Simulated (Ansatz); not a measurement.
Input file:

```yaml
crystal:
  periodic: [false, false, false]
  atoms:
    - {symbol: Br, position_ang: [0.000000, -0.024617, 0.000000]}
    - {symbol: H, position_ang: [0.000000, 0.975758, -1.045847]}
    - {symbol: H, position_ang: [0.000000, 0.975758, 1.045847]}
basis:
  gaussian: {orbitals: 6-31G}
total_charge: 1
correlation: {method: fic_mrcisd_q, electrons: outside_noble_gas, active_space: {window: {electrons: 8, orbitals: 6}, shells: [{species: Br, l: s, shell: 4}, {species: Br, l: p, shell: 4}, {species: H, l: s, shell: 1}]}}
```

```sh
$ ansatz run in.yaml --threads 1 --pin off --events-out ev --progress --plain --max-ram 2393MiB
```

The program prints:

```
521 factors; integrals over basis functions are off by at most 4.4e-8 eV
mean field evaluation 1: about -70009.1594 eV, gradient 1.7e1 eV
mean field evaluation 2: about -70009.1622 eV, gradient 1.7e1 eV
mean field evaluation 4: about -70010.0294 eV, gradient 1.2e0 eV
mean field evaluation 8: about -70010.0325 eV, gradient 4.8e-4 eV
mean field -70010.03246493 eV, -2572.8212385817 hartree, gradient 3.8e-6 eV, S^2 0.000000; 0 other end points of the search recorded, 0 dependent functions left out
reference -70010.03246493 eV, -2572.8212385817 hartree; 18, 18 occupied and 15, 15 virtual orbitals, 521 factors
state -70011.15859139 eV, -2572.8626229659 hartree
contracted CI cycle   1: correlation 0.00000000 eV, 0.0000000000 hartree, residual 8.74e0 eV
contracted CI cycle   2: correlation -0.76436639 eV, -0.0280899467 hartree, residual 1.35e0 eV
contracted CI cycle   3: correlation -0.78736823 eV, -0.0289352489 hartree, residual 2.65e-1 eV
contracted CI cycle   4: correlation -0.78829566 eV, -0.0289693311 hartree, residual 5.36e-2 eV
contracted CI cycle   5: correlation -0.78833246 eV, -0.0289706835 hartree, residual 1.20e-2 eV
contracted CI cycle   6: correlation -0.78833452 eV, -0.0289707594 hartree, residual 2.33e-3 eV
contracted CI cycle   7: correlation -0.78833459 eV, -0.0289707617 hartree, residual 4.33e-4 eV
state -70011.15859139 eV, -2572.8626229659 hartree; corrected -70011.95652115 eV, -2572.8919463437 hartree
Total energy: -70011.95652115 eV, -2572.8919463437 hartree
Checks for a lower state left out: starts, orbital_swaps
```

Natural occupations: 1.9995 1.9986 1.9720 1.9644 0.0366 0.0289.

For the same geometry and basis full CI lies 6.3 meV lower.

Ran on 1 thread of AMD EPYC 9B14, shared host: 0.72 s wall, 0.19 GiB peak host memory.
